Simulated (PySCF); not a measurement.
disulfur (S₂), SMILES S=S (connectivity only; charge and spin as stated), neutral, multiplicity 3. Atoms are numbered in the order given.

```xyz
2

S      0.0000     0.0000    -0.9427
S      0.0000     0.0000     0.9427
```
Charge 0, spin multiplicity 3.

Coordinates come from a PBE0-D3(BJ)/def2-TZVPD optimisation.

Two levels are set side by side: PBE/pcH-1 (PySCF) and B3LYP/pcH-1 (PySCF). Contact hyperfine couplings, same geometry. Differences are taken from unrounded values.

```csv
quantity,B3LYP,PBE,PBE minus B3LYP
"A(iso) of 33S, atom S1 (MHz)",8.5,-2.9,-11.4
"A(iso) of 33S, atom S2 (MHz)",8.5,-2.9,-11.4
```

Rough cost on one machine, each run with all the roots and properties that it gave: B3LYP against PBE within a factor of 2.
